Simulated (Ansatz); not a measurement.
Al2H, quartet in 6-31G: errors against full CI

Geometry: a point of a breathe scan, not a stationary point.

```yaml
atoms:
  - { symbol: Al, position_ang: [0.0000, 0.0000, 0.4583] }
  - { symbol: Al, position_ang: [0.0000, 0.0000, -3.7173] }
  - { symbol: H, position_ang: [0.0000, 0.0000, 3.2590] }
```

Basis 6-31G; Ansatz 0.2.0. Correlated methods freeze the noble-gas cores, which leaves 7 electrons in 18 orbitals. R marks a restricted (for open shells ROHF) determinant, U an unrestricted one. Active spaces: pair = (5e, 5o) about the gap; valence = (7e, 9o) chosen from the atoms' valence shells.

Full CI is exact within this basis and frozen core; it isn't the basis-set limit. The frozen core follows each run's orbitals, which can shift R against U totals by a few meV.

For open shells CISD and CISDTQ are restricted-active-space CI with the open shells as a complete middle space.

```
UHF ⟨S²⟩                          : 3.755
T1 diagnostic (RCCSD)             : 0.0390
largest doubles amplitude (RCCSD) : 0.141
T1 diagnostic (UCCSD)             : 0.0372
```

```
                   level  E − E(full CI) (kcal/mol)  share of correlation (%)  wall time
                     RHF                      40.70                      0.00          –
                     UHF                      40.23                      1.16          –
                    RMP2                      17.64                     56.66          –
                    UMP2                      17.64                     56.65          –
                    CISD                       3.09                     92.41     0.78 s
                   RCCSD                       1.01                     97.51          –
                   UCCSD                       1.02                     97.50          –
                RCCSD(T)                       0.56                     98.62        2 s
                UCCSD(T)                       0.56                     98.61        2 s
                 BCCD(T)                       0.56                     98.61      1.8 s
                  RCCSDT                       0.05                     99.89          –
                  UCCSDT                       0.04                     99.89          –
                  CISDTQ                       0.09                     99.79        6 s
               RCCSDT(Q)                       0.02                     99.96      3.7 s
               UCCSDT(Q)                       0.01                     99.97      3.9 s
                 RCCSDTQ                       0.00                    100.00       14 s
                 UCCSDTQ                       0.00                    100.00       15 s
  CASSCF (valence space)                      10.25                     74.81          –
  NEVPT2 (valence space)                       4.47                     89.03      2.1 s
  MRCISD (valence space)                       1.02                     97.51          –
MRCISD+Q (valence space)                       0.82                     97.98      3.2 s
```

The correlation energy at full CI, counted from RHF, is -1.765 eV. That run took 9.5 s on 1 thread of Intel Xeon 6975P-C, shared host over 327,824 determinants.

Run but not shown, since their state or frozen core can't be matched to the reference's or they repeat it: CASSCF (pair space), NEVPT2 (pair space).

Times hold each run's SCF and search for its determinant on a shared host, so for small cases they say little of a method's own cost; they ran on 1 thread of Intel Xeon 6975P-C.

The full-CI state has the irrep B1 of C2v, in the program's axes (one component, if the state is degenerate).

Natural occupations of full CI about the gap: 1.912 1.899 1.000 0.948 0.947 0.089 0.087 0.043 0.041 0.008; effectively unpaired electrons, Σ n²(2−n)², 3.13.
